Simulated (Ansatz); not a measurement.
Input file:

```yaml
crystal:
  periodic: [false, false, false]
  atoms:
    - {symbol: B, position_ang: [0.000000, 0.000000, 1.687202]}
    - {symbol: Be, position_ang: [0.000000, 0.000000, -4.563798]}
    - {symbol: H, position_ang: [0.000000, 0.000000, 2.876597]}
basis:
  gaussian: {orbitals: cc-pVDZ}
magnetization: {spin_polarized: false, initial_magnetization: 2}
correlation: {method: ccsdt_q, electrons: outside_noble_gas}
```

```sh
$ ansatz run in.yaml --threads 1 --pin off --events-out ev --progress --plain --max-ram 2393MiB
```

The program prints:

```
543 factors; integrals over basis functions are off by at most 1.3e-7 eV
mean field evaluation 1: about -1078.6647 eV, gradient 7.5e0 eV
mean field evaluation 2: about -1078.6649 eV, gradient 7.5e0 eV
mean field evaluation 4: about -1079.8004 eV, gradient 1.1e0 eV
mean field evaluation 8: about -1079.8293 eV, gradient 2.6e-3 eV
mean field evaluation 16: about -1079.8277 eV, gradient 2.8e-1 eV
mean field evaluation 32: about -1078.5718 eV, gradient 3.5e-3 eV
mean field evaluation 64: about -1078.5717 eV, gradient 4.4e-2 eV
mean field evaluation 96: about -1078.5664 eV, gradient 5.7e-1 eV
mean field evaluation 128: about -1078.5718 eV, gradient 2.1e-5 eV
mean field -1079.82926493 eV, -39.6829935517 hartree, gradient 3.7e-6 eV, S^2 2.000000; 3 other end points of the search recorded, 0 dependent functions left out
mean field evaluation 160: about -1079.8664 eV, gradient 4.0e-3 eV
mean field evaluation 192: about -1079.8543 eV, gradient 2.5e-1 eV
mean field evaluation 224: about -1079.8652 eV, gradient 5.9e-2 eV
mean field evaluation 256: about -1079.8664 eV, gradient 1.5e-2 eV
mean field evaluation 288: about -1077.8358 eV, gradient 5.6e0 eV
determinant -1079.82926493 eV, -39.6829935517 hartree, with singles and doubles -1082.55077904 eV, -39.7830073505 hartree
determinant -1078.57180380 eV, -39.6367827074 hartree, with singles and doubles -1081.04988248 eV, -39.7278504192 hartree
determinant -1078.54107755 eV, -39.6356535386 hartree, with singles and doubles -1081.02515986 eV, -39.7269418798 hartree
2 core orbitals not correlated: weight in the atoms' cores, before any rotation towards them, 1.000 or more for the frozen orbitals, at most 0.000 for the correlated occupied ones
reference -1079.82926493 eV, -39.6829935517 hartree; 4, 2 occupied and 27, 29 virtual orbitals, 543 factors
second order -1.79262113 eV of doubles, -0.02160906 eV of singles
cycle   1  -2.34020577 eV  change   -5.3e-1 eV  update   8.5e-2
cycle   2  -2.72813950 eV  change   -3.9e-1 eV  update   4.5e-2
cycle   3  -2.74945817 eV  change   -2.1e-2 eV  update   1.0e-2
cycle   4  -2.75666791 eV  change   -7.2e-3 eV  update   3.5e-3
cycle   5  -2.75276054 eV  change    3.9e-3 eV  update   1.3e-3
cycle   6  -2.75585289 eV  change   -3.1e-3 eV  update   4.2e-4
cycle   7  -2.75610998 eV  change   -2.6e-4 eV  update   9.6e-5
cycle   8  -2.75598951 eV  change    1.2e-4 eV  update   4.7e-5
cycle   9  -2.75598681 eV  change    2.7e-6 eV  update   1.9e-5
cycle  10  -2.75601084 eV  change   -2.4e-5 eV  update   8.8e-6
cycle  11  -2.75600363 eV  change    7.2e-6 eV  update   3.1e-6
cycle  12  -2.75600382 eV  change   -1.8e-7 eV  update   1.6e-6
cycle  13  -2.75600341 eV  change    4.0e-7 eV  update   7.8e-7
cycle  14  -2.75600345 eV  change   -3.7e-8 eV  update   5.8e-7
perturbative correction -0.00023569 eV, -0.0000086616 hartree
Total energy: -1082.58550408 eV, -39.7842834720 hartree
```

For the same geometry and basis full CI lies 0.1 meV lower.

Ran on 1 thread of Arm Neoverse V1, shared host: 4 s wall, 0.15 GiB peak host memory.
